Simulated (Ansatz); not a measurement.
A nudged elastic band was laid between two geometries of C2H3NO (7 atoms, charge 0, multiplicity 1).

All numbers below come from Ansatz 0.2.0, RKS PBE-D4/def2-SVP.

| Property | Result |
| --- | --- |
| movable images | 9 |
| climbing image | yes |
| spring | 5.0 eV/Å² |
| optimiser | quadratic models (default) |
| start path | IDPP |
| force threshold | 0.05 eV/Å |
| iteration limit | 37 |
| end points | relaxed |

Image 0:

```xyz
7
Properties=species:S:1:pos:R:3
N -0.606 1.467 -0.133
C -0.132 0.206 -0.018
C 0.493 -0.855 0.048
O 0.773 -2.141 0.192
H -1.213 1.645 -0.938
H -0.988 1.881 0.723
H 1.735 -2.271 0.080
```

Image 10:

```xyz
7
Properties=species:S:1:pos:R:3
N -1.011 1.242 -0.046
C -0.261 0.123 0.011
C 0.506 -0.842 0.044
O 0.933 -2.091 0.163
H -1.118 1.687 -0.962
H -0.890 1.924 0.709
H 1.901 -2.110 0.036
```

(1) What changes between the two ends?

(2) Give the energies along the band, and the barrier.

(3) What is the geometry of the highest image?

(4) What are the harmonic wavenumbers there?

## Answers

(1) No bond is made or broken. The height of N1 over the plane of its neighbours goes from 0.27 to -0.24 Å.

(2) The forces met the threshold. The highest image is number 5 of 0 to 10, 2.4 kJ/mol above the first end and 1.5 kJ/mol above the last; the last end lies 0.9 kJ/mol above the first. A vibrational analysis at the climbing image gives one clearly imaginary mode, 335i cm⁻¹: a first-order saddle point.

```csv
image,path coordinate (Å),energy (kJ/mol),height of N1 over the plane of its neighbours (Å)
0,0.00,0.0,0.27
1,0.06,0.3,0.22
2,0.11,0.9,0.17
3,0.17,1.6,0.11
4,0.23,2.2,0.05
5,0.29,2.4,-0.01
6,0.34,2.2,-0.07
7,0.40,1.8,-0.12
8,0.46,1.3,-0.17
9,0.52,1.0,-0.21
10,0.58,0.9,-0.24
```

(3) 
```xyz
7
Properties=species:S:1:pos:R:3
N -0.827 1.332 -0.084
C -0.191 0.160 -0.004
C 0.552 -0.830 0.037
O 0.857 -2.114 0.178
H -1.190 1.682 -0.970
H -0.959 1.924 0.736
H 1.820 -2.222 0.061
```

(4) 335i, 201, 208, 412, 418, 499, 849, 1069, 1208, 1411, 1542, 2272, 3490, 3587, 3645 cm⁻¹.

The run took 9.1 min on 1 thread of Intel(R) Xeon(R) Processor @ 2.50GHz (Skylake/Cascade Lake), with other jobs on the host, peak memory 0.13 GiB.
